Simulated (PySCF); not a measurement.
B(F)3 anion (BF3), SMILES B(F)(F)F (connectivity only; charge and spin as stated), charge -1, multiplicity 2. Atoms are numbered in the order given.

```xyz
4

B      0.0000     0.0000    -0.3874
F      1.1598     0.6696     0.0717
F      0.0000    -1.3392     0.0717
F     -1.1598     0.6696     0.0717
```
Charge -1, spin multiplicity 2.

Geometry optimised at ωB97X-D3(BJ)/def2-SVPD. The multiplicity is an assumed one; other spin states were not compared. The isomer is the one that the SMILES or the coordinates give; other isomers of the formula were not compared.

Calculation: B3LYP/pcH-1 (PySCF).

Unrestricted Kohn–Sham, ⟨S²⟩ = 0.751. Hyperfine tensors hold the contact and dipolar terms, without spin-orbit corrections.

Computed hyperfine couplings:
```csv
nucleus,A(iso) (MHz),A(iso) (G),dipolar principal values (MHz)
11B no. 1,518.8,185.1,"-32.8, -32.8, 65.5"
19F no. 2,496.2,177.1,"-132.4, -124.7, 257.1"
19F no. 3,496.3,177.1,"-132.4, -124.7, 257.1"
19F no. 4,496.2,177.1,"-132.4, -124.7, 257.1"
```

Question: And the g tensor (effective nuclear charges for spin-orbit coupling, GIAO)? (Estimate from the structure and the level; the computed values follow.)

Answer: principal values 2.0018, 2.0021, 2.0021; isotropic 2.0020.
